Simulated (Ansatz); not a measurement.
System: CHN, charge 0, singlet. CHN (SMILES [C-]#[NH+]).
B3LYP-D3(BJ)/def2-TZVP minimum from Ansatz (a program for electronic structure):
```xyz
3

C      0.0000     0.0000    -0.7364
N      0.0000     0.0000     0.4276
H      0.0000     0.0000     1.4250
```

Total energies in cc-pVQZ, 10 correlated electrons, 2 frozen orbitals. Radicals and triplets start from unrestricted determinants; spin-orbit coupling is neglected. Correlated methods leave the cores frozen. No relativity.

| method | program | energy (Eh) | minus CCSDT(Q) (mEh) |
|---|---|---|---|
| HF | Ansatz | -92.89921 | 379.56 |
| MP2 | Ansatz | -93.25349 | 25.27 |
| CCSD | Ansatz | -93.25891 | 19.85 |
| CCSD(T) | Ansatz | -93.27754 | 1.22 |
| CCSDT(Q) | Ansatz | -93.27877 | 0.00 |

Rough core times of Ansatz's runs on a shared machine: CCSD(T) under 20 s, CCSDT(Q) 10 min.
